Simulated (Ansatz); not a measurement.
## Grey tin (α-Sn)

Computed with r²SCAN+rVV10 in Ansatz (plane waves, PAW).

Settings: plane-wave cutoff 600 eV, 20×20×20 k mesh, Fermi–Dirac smearing 0.05 eV, finite displacements, scalar-relativistic PAW data made under PBE.

Cell (relaxed at this level):

Space group Fd-3m, origin choice 1 (No. 227); a = b = c = 6.5323 Å, α = β = γ = 90.00°

```tsv
atom	site	symmetry	x	y	z
Sn	8a	-43m	0.0000	0.0000	0.0000
```
(The calculation used a cell of 2 atoms; values per cell refer to that cell.)

```yaml
zone-centre TO phonon frequency: 193 cm⁻¹
```

Measured, for comparison: zone-centre TO phonon frequency 200 cm⁻¹ (low temperature, zero-point motion not removed; as tabulated in Tanner et al. (2021), arXiv:2110.11888). Computed (rounded) less measured: zone-centre TO phonon frequency -4 %.

Note: the solid has no gap at this level, which affects its response.

Spin–orbit coupling is not included.

Ansatz is a first-principles code.
